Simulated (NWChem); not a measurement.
Species: hydrogen isocyanide (CHN); SMILES [C-]#[NH+]

Program: NWChem. Structure relaxed at the PBE-D3(BJ)/def2-SVP level. B3LYP is NWChem's, with the RPA form of VWN correlation. Lowest singlet excitation in solution, TDDFT at B3LYP/def2-SVP with SMD, three treatments of the solvent's response.

Question: Predict the results for solvent toluene. Quantities: ground-state reaction field (eV); corrected reaction field (eV); vertical excitation model (eV).

Answer: 
| Item | Result |
|---|---|
| ground-state reaction field (eV) | 8.28 |
| corrected reaction field (eV) | 8.25 |
| vertical excitation model (eV) | 8.20 |
